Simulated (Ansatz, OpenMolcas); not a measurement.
## Li2 (lithium dimer): the energy, rung by rung

The species is Li2 (2 atoms), meant as a singlet with charge 0. As SMILES, `[Li][Li]`. Geometry: the measured bond length.

| atom | x (Å) | y (Å) | z (Å) |
| --- | --- | --- | --- |
| Li | 0.0000 | 0.0000 | 0.0000 |
| Li | 0.0000 | 0.0000 | 2.6729 |

Quantity: the energy change with the Li1–Li2 bond stretched from 2.673 to 5.880 Å, in eV. The values are calculated.

```csv
level,kind,program,value (eV),CPU time (all runs)
HF/aug-cc-pVTZ (unrestricted),Hartree–Fock,OpenMolcas,0.16,9 s
SVWN5/aug-cc-pVTZ (restricted),LDA,Ansatz,1.20,5 s
PBE/aug-cc-pVTZ (restricted),GGA,Ansatz,1.17,8.2 s
revPBE/aug-cc-pVTZ (restricted),GGA,OpenMolcas,1.13,22 s
r2SCAN/aug-cc-pVTZ (restricted),meta-GGA,OpenMolcas,1.23,26 s
r2SCAN0/aug-cc-pVTZ (restricted),hybrid meta-GGA,Ansatz,1.35,20 s
HSE06/aug-cc-pVTZ (restricted),range-separated hybrid,Ansatz,1.28,9.9 s
MP2/aug-cc-pVTZ (restricted),perturbation theory,OpenMolcas,1.36,6.7 s
```

The first shape isn't each level's own minimum. The values span 0.16 to 1.36 eV. Spin contamination of the reference (⟨S²⟩ at least 0.1 too high) touches HF/aug-cc-pVTZ. CPU times are rough (shared hosts, several kinds of processor): they show what a rung costs within a factor of a few.
